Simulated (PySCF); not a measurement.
Estimate the missing entries of this data sheet.

Species: C5H9F.
Structure used (GFN2-xTB), in Å, numbered top down from 1:
```
atom  x, y, z in Å
C1     2.6211   -0.1426   -0.0065
C2     1.5049    0.1833   -0.6289
C3     0.2203    0.5451    0.0554
F4     0.4086    0.6386    1.4220
C5    -0.8803   -0.4843   -0.2207
C6    -2.2189   -0.0485    0.3632
H7     3.5151   -0.4019   -0.5462
H8     2.6811   -0.1549    1.0686
H9     1.4414    0.2013   -1.7083
H10   -0.1088    1.5448   -0.2660
H11   -0.5732   -1.4355    0.2187
H12   -0.9643   -0.6159   -1.3005
H13   -2.5612    0.8695   -0.1106
H14   -2.9690   -0.8196    0.2063
H15   -2.1212    0.1286    1.4316
```

| property | level | value |
| --- | --- | --- |
| point group of the GFN2-xTB geometry | GFN2-xTB | ? |
| rotational constants A, B, C of the GFN2-xTB geometry | GFN2-xTB | ? |
| dipole moment | PBE0/def2-SVPD | 1.77 D |
| HOMO energy | PBE0/def2-SVPD | -7.68 eV |
| LUMO energy | PBE0/def2-SVPD | 0.18 eV |
| lowest singlet excitation | TDDFT PBE0/def2-SVPD | ? |
| strongest line among the 6 lowest singlet transitions | TDDFT PBE0/def2-SVPD | ? |
| lowest triplet excitation (Tamm–Dancoff) | TDA PBE0/def2-SVPD | ? |
| static isotropic polarisability | PBE0/def2-SVPD | 63.1 au |
| electronic spatial extent ⟨r²⟩ about the centre of nuclear charge | PBE0/def2-SVPD | 701 bohr² |
| 13C chemical shifts (computed TMS as zero) by class | GIAO PBE0/pcSseg-1 | 146.7 (C2), 118.9 (C1), 97.9 (C3), 34.7 (C5), 13.5 (C6) ppm |
| 1H chemical shifts (computed TMS as zero) by class | GIAO PBE0/pcSseg-1 | 6.05 (H9), 5.83 (H8), 5.51 (H7), 4.98 (H10), 1.56 (H11), 1.47 (H12), 1.24 (H13/H14/H15) ppm |
| isotropic shieldings of nuclei other than C and H, by class | GIAO PBE0/pcSseg-1 | ? |

The electronic properties come from PySCF, for the isolated species, density fitting. NMR classes are plain means over equivalent atoms (diastereotopic ones count apart unless rotation or inversion swaps them), as if these changed places fast; in this geometry the members of some classes differ.

Problem. The point group of the GFN2-xTB geometry?

Solution. C1.

Problem. What are the rotational constants A, B, C of the GFN2-xTB geometry?

Solution. 7.577, 2.154, 1.835 GHz.

Problem. The isotropic shieldings of nuclei other than C and H, by class?

Solution. 401 (F4) ppm.

Problem. What is the strongest line among the 6 lowest singlet transitions?

Solution. S2 at 7.53 eV (165 nm, f = 0.414).

Problem. Give the lowest singlet excitation.

Solution. 7.29 eV (170 nm, f = 0.049).

Problem. Give the lowest triplet excitation (Tamm–Dancoff).

Solution. 4.48 eV.

The polarisability is 9.34 Å³ as a volume (1 au = 0.148185 Å³), or 1.31 au for each of the 48 electrons. In atomic units the dipole is 0.69 e·bohr (1 au = 2.5417 D). A dipole of 1.77 D is allowed in C1, and pure rotational transitions are dipole-allowed. The 6 singlets span 7.29 to 8.30 eV, and their oscillator strengths add up to 0.52. The vertical singlet–triplet gap S1 − T1 is 2.81 eV (TDDFT singlet less Tamm–Dancoff triplet; S1: HOMO→LUMO+1, weight 0.78; T1: HOMO→LUMO, weight 0.93). The rotational constants make it an asymmetric top with κ = (2B − A − C)/(A − C) = -0.89, nearer the prolate limit (−1).

One conformer stands for the species.
